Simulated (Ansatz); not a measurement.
Reaction (ligand exchange at the Si–O bond): `O[SiH2][AlH2]` + H₂S → `[AlH2][SiH2]S` + H₂O

Isolated molecules relaxed with PBE0-D4/def2-TZVP in Ansatz; ΔE leaves out vibrations. CCSD(T)/CBS is the MP2 limit (def2-TZVPP, def2-QZVPP) plus CCSD(T) − MP2 in def2-TZVPP, frozen cores. This one scheme is used for every species. One conformer a species, not always the lowest.

```json
{"species": "`O[SiH2][AlH2]`", "CCSD(T)/def2-TZVPP energy (Eh)": "-609.20109"}
{"species": "H₂S", "CCSD(T)/def2-TZVPP energy (Eh)": "-398.93111"}
{"species": "`[AlH2][SiH2]S`", "CCSD(T)/def2-TZVPP energy (Eh)": "-931.78786"}
{"species": "H₂O", "CCSD(T)/def2-TZVPP energy (Eh)": "-76.33701"}
```

Problem. Work out ΔE.

Solution. ΔE = (-931.78786) + (-76.33701) − (-609.20109) − (-398.93111) = 0.00733 Eh = +19.2 kJ/mol. CCSD(T)/CBS gives +14.6 kJ/mol.

Problem. What do rigid-rotor, harmonic-oscillator terms from PBE0-D4/def2-TZVP frequencies (298.15 K, 1 bar) make of the CCSD(T)/CBS value? (Best estimate.)

Solution. The calculation gave: ΔZPE = +5.1 kJ/mol, ΔH = +20.8 kJ/mol, ΔS = 0 J/(mol·K), ΔG = +20.7 kJ/mol.

Largest T1 diagnostic among the species: 0.012.

In def2-TZVPP, CCSD(T) changes the Hartree–Fock value by −15.0 kJ/mol (the triples alone add −3.0 kJ/mol) and MP2 by −18.3 kJ/mol. Leaving LDA and LC-ωPBE aside and taking each functional with its dispersion term where it has one, the values, not all of them listed here, spread over 21.4 kJ/mol, from revPBE-D4 to CAM-B3LYP-D4. The D4 term adds −5.1 kJ/mol with B3LYP and −2.7 kJ/mol with PBE0; it sums over pairs of atoms, weighted by their polarisabilities, and B3LYP, whose exchange is more repulsive, gets the larger term.

B3LYP here is the variant with VWN-RPA as its local correlation; programs differ in this.
